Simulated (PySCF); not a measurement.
An excited-state job on `CO` (methanol).

Computed with TDDFT PBE0/def2-SVPD, vertical, gas phase, core orbitals frozen in the response (PySCF 2.14.0, density-fitted response routines). Geometry: GFN2-xTB. The input is one job of a driver script: a line of settings, then coordinates in Å.

Input:
```
{"job": {"kind": "uv", "xc": "PBE0", "basis": "def2-SVPD", "nstates": 8, "ntriplets": 3}, "charge": 0, "multiplicity": 1}
C     -0.362064     0.007545     0.014401
O      0.905602    -0.433640    -0.405244
H     -0.492159    -0.102840     1.096395
H     -1.091894    -0.619242    -0.494459
H     -0.538518     1.053071    -0.260566
H      1.582155     0.097096     0.027897
```

Output:
```
coarse grid: 4656 points
cycle   1  E = -115.4362090081  dE =  5.657e-02  |g| = 5.361e-01  |ddm| = 2.425e+00
cycle   2  E = -115.3623556143  dE =  7.385e-02  |g| = 8.255e-01  |ddm| = 9.199e-01
cycle   3  E = -115.4922504762  dE = -1.299e-01  |g| = 4.069e-02  |ddm| = 5.387e-01
cycle   4  E = -115.4925413530  dE = -2.909e-04  |g| = 1.427e-02  |ddm| = 4.614e-02
cycle   5  E = -115.4925875066  dE = -4.615e-05  |g| = 4.220e-03  |ddm| = 1.631e-02
cycle   6  E = -115.4925915526  dE = -4.046e-06  |g| = 2.576e-04  |ddm| = 4.259e-03
final grid: 43904 points
cycle   7  E = -115.5136034772  dE = -1.056e-05  |g| = 6.955e-03  |ddm| = 3.237e-02
cycle   8  E = -115.5135958376  dE =  7.640e-06  |g| = 9.469e-03  |ddm| = 1.257e-02
cycle   9  E = -115.5136131760  dE = -1.734e-05  |g| = 8.060e-04  |ddm| = 6.748e-03
cycle  10  E = -115.5136133179  dE = -1.420e-07  |g| = 6.329e-05  |ddm| = 6.880e-04
cycle  11  E = -115.5136133188  dE = -8.944e-10  |g| = 9.640e-06  |ddm| = 7.390e-05
converged SCF energy = -115.5136133188

Static polarisability (au): isotropic 20.658, principal 19.442 19.968 22.565

Singlet excitations
state   eV       nm        f      main configurations
  1   6.9329    178.8   0.00152   H->L 0.97
  2   8.1020    153.0   0.03483   H->L+1 0.97
  3   8.6482    143.4   0.00159   H-1->L 0.97
  4   9.1828    135.0   0.01224   H->L+3 0.97
  5   9.2285    134.3   0.06475   H->L+2 0.98
  6   9.7246    127.5   0.06071   H-1->L+1 0.97
  7   9.9581    124.5   0.00663   H->L+4 0.97
  8  10.2598    120.8   0.00892   H->L+5 0.96

Triplet excitations (Tamm-Dancoff, eV): 6.5946 7.8225 8.2548
```

The SCF starts on a coarse grid where the log names one; the energy can jump when the final grid takes over, and dE then counts from the start density on the new grid. H and L stand for HOMO and LUMO; the number after each pair is its weight.

**Question.** How does the lowest singlet excitation compare with the HOMO–LUMO gap?

**Answer.** HOMO -7.99 eV and LUMO 0.59 eV give a gap of 8.58 eV; S1 at 6.93 eV lies 1.65 eV below it.

**Question.** Give S1 in cm⁻¹ and kJ/mol.

**Answer.** 6.9329 eV × 8065.54 = 55918 cm⁻¹; × 96.485 = 668.9 kJ/mol.

Summary of the converged run: HOMO -7.99 eV, LUMO 0.59 eV; lowest singlet 6.93 eV; lowest triplet 6.59 eV (Tamm–Dancoff); mean polarisability 20.7 au.

Hardware: an x86-64 server with one thread, on a shared host. Cost: 4.0 s of wall time.
Labels such as C1 count atoms from 1, the log's own numbers from 0.
